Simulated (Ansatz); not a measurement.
**BH₄ (doublet): the correlation ladder at distance B1–H4 along a hydrogen transfer = 1.110 Å, 6-31G**

How much of the correlation energy of BH₄ (doublet) does each wave-function method recover here?

Computed with Ansatz 0.2.0, Gaussian basis. Level: 6-31G, core rule «outside noble gas», up to 1 orbitals frozen.

Plan: UHF; CCSD(T) on ROHF; CCSD(T) on UHF; BCCD(T) on ROHF; CISD; CCSDT(Q) on ROHF; CCSDT(Q) on UHF; CISDTQ; CCSDTQ on ROHF; CCSDTQ on UHF; CASSCF and MRCISD+Q, 3 electrons in 3 orbitals; CASSCF and NEVPT2, 3 electrons in 3 orbitals; CASSCF and MRCISD+Q, 7 electrons in 8 orbitals; CASSCF and NEVPT2, 7 electrons in 8 orbitals; Full CI.

7 further runs of the same task are left out: 4 that didn't finish, 3 set aside as unsound or not needed.

## Step 1: The system

The geometry derives from fragments relaxed apart (PBE0/def2-TZVP) and kept rigid, so it is no stationary point. A hydrogen atom is moved between rigid fragments.

5 atoms, charge 0, spin multiplicity 2.

Atoms are counted from 1 here; the program's logs count them from 0.

Bond lengths: B1–H2 1.193 Å, B1–H3 1.193 Å, B1–H4 1.110 Å. Angles: H2–B1–H3 120.0°, H2–B1–H4 120.0°, H3–B1–H4 120.0°.

## Step 2: UHF

Contents of in.yaml:

```yaml
crystal:
  periodic: [false, false, false]
  atoms:
    - {symbol: B, position_ang: [-0.161589, 0.000000, 0.000000]}
    - {symbol: H, position_ang: [-0.758322, 1.033571, 0.000000]}
    - {symbol: H, position_ang: [-0.758322, -1.033571, 0.000000]}
    - {symbol: H, position_ang: [0.948411, 0.000000, 0.000000]}
    - {symbol: H, position_ang: [2.301411, 0.000000, 0.000000]}
basis:
  gaussian: {orbitals: 6-31G}
magnetization: {spin_polarized: true, initial_magnetization: 1}
hamiltonian: {xc: hf}
output: {orbitals: {seedname: orbitals}}
```

On the command line:

```bash
$ ansatz run in.yaml --threads 1 --pin off --events-out ev --progress --plain --max-ram 2393MiB
```

After this run come: CCSD(T) on ROHF; CCSD(T) on UHF; BCCD(T) on ROHF; CISD; CCSDT(Q) on ROHF; CCSDT(Q) on UHF; CISDTQ; CCSDTQ on ROHF; CCSDTQ on UHF; CASSCF and MRCISD+Q, 3 electrons in 3 orbitals; CASSCF and NEVPT2, 3 electrons in 3 orbitals; CASSCF and MRCISD+Q, 7 electrons in 8 orbitals; CASSCF and NEVPT2, 7 electrons in 8 orbitals; Full CI.

Before running them: what should the planned runs give, taken together? Wanted: FCI below the RHF energy; RMP2 from FCI; UMP2 from FCI; RCCSD from FCI; RCCSD(T) from FCI; UCCSD(T) from FCI; RCCSDT(Q) from FCI; UCCSDT(Q) from FCI; NEVPT2 pair from FCI.

As calculated:

| quantity | value |
| --- | --- |
| FCI below the RHF energy | -2.0373 eV |
| RMP2 from FCI | +500.7 meV |
| UMP2 from FCI | +495.1 meV |
| RCCSD from FCI | +31.4 meV |
| RCCSD(T) from FCI | +8.1 meV |
| UCCSD(T) from FCI | +8.1 meV |
| RCCSDT(Q) from FCI | +0.1 meV |
| UCCSDT(Q) from FCI | +0.1 meV |
| NEVPT2 pair from FCI | +440.0 meV |
| NEVPT2 valence from FCI | +195.4 meV |
| MRCISD+Q valence from FCI | +8.3 meV |
| levels within 1 kcal/mol (43 meV) | RCCSD, UCCSD, RCCSD(T), UCCSD(T), BCCD(T), RCCSDT, UCCSDT, CISDTQ, RCCSDT(Q), UCCSDT(Q), RCCSDTQ, UCCSDTQ, MRCISD valence, MRCISD+Q valence |
| T1 diagnostic | 0.012 |
| effectively unpaired electrons | 1.01 |

**Reading.** RCCSD(T) lands +8.1 meV from the yardstick (0.4 % of the correlation energy). One determinant dominates. Of the multireference levels listed MRCISD+Q valence comes nearest in total energy (+8.3 meV), which doesn't show that its space is the better one. These misses are within one basis, not against nature; the frozen cores of restricted and unrestricted runs differ, which can shift their rows.
